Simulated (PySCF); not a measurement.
Ar: ionisation energy

Ar [Ar] (1S) → Ar⁺ [Ne] 3s2 3p5 (2P), as a difference of total energies. Calculation: PySCF 2.14, in aug-cc-pVDZ-DK; scalar relativity by spin-free X2C-1e. Correlated levels: valence: [Ne] frozen. The calculations carry no spin-orbit coupling.

| method | ionisation energy (eV) | error (eV) |
| --- | --- | --- |
| UHF | 14.664 | -1.155 |
| BP86 | 15.872 | +0.053 |
| PBE0 | 15.784 | -0.035 |
| MP2 (valence) | 15.639 | -0.180 |
| SCS-MP2 (valence) | 15.540 | -0.279 |
| CCSD (valence) | 15.489 | -0.330 |
| CCSD(T) (valence) | 15.511 | -0.308 |

Reference: 15.819 eV (measured; NIST levels, between the centres of gravity of the two terms).

Errors of the correlated levels include the incompleteness of this basis and the frozen core.
